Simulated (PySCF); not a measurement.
# Reproducing measurements on PH3

**The experiment to reproduce.**

NIST CCCBDB Release 22 (SRD 101), experimental dipoles lists, for the gas: dipole moment (microwave Stark effect) 0.58 D.

How close the calculation comes is told at the end.

Species: PH3.
SMILES with atom numbers: `[PH3:1]` (hydrogens: H2, H3, H4 on P1)

Geometry (PBE0-D3(BJ)/def2-SVP, Å), atoms numbered from 1 in this order:
```
atom  x, y, z in Å
P1     0.0256   -0.0410    0.4763
H2    -0.5990    1.0211   -0.2472
H3     1.1993   -0.0042   -0.3374
H4    -0.5896   -1.0495   -0.3272
```

The PySCF runs (gas phase, on this PBE0-D3(BJ)/def2-SVP geometry; no spin–orbit coupling):

```csv
level,job,basis functions,wall time
"PBE0-D3(BJ)/def2-SVP, grid level 1",geometry optimisation from a GFN2-xTB start shaken at random,33,0.99 s
```

Hardware: one thread, Arm Neoverse V2 (aarch64), no GPU (shared host).

## Comparison

**Dipole moment.** Measured: 0.58 D (NIST CCCBDB Release 22 (SRD 101), experimental dipoles).

| level | computed (D) | computed − measured (D) | % (from the printed values) |
| --- | --- | --- | --- |
| PBE0-D3(BJ)/def2-SVP | 0.91 | +0.33 | +57 |

The computed dipoles belong to one fixed geometry; measured ones are averaged over vibrations unless marked μe. Magnitudes are compared, not signs.

The geometry is computed, not the measured one. Where a level misses, the cause wasn't examined.
